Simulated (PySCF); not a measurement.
SiH4, SMILES [SiH4]. Coordinates come from a B3LYP-D3(BJ)/def2-TZVPD optimisation. The isomer is the one that the SMILES or the coordinates give; other isomers of the formula were not compared.

TDDFT-B3LYP/def2-TZVPD in PySCF puts the lowest singlet excitations at 8.88, 8.88, 8.88, 9.00, 9.00, 9.00 eV and the lowest triplet (TDA) at 8.33 eV.

Question: What are the lowest singlet roots from EOM-CCSD/aug-cc-pVDZ (PySCF)? (The exact figures need the calculation; the answer reports its results.)

Answer: 9.36, 9.36, 9.36, 9.42, 9.42, 9.42 eV; triplets 8.69, 8.69, 8.69 eV. S1 differs by 0.48 eV (second minus first; roots are paired by order, and the bases may differ).
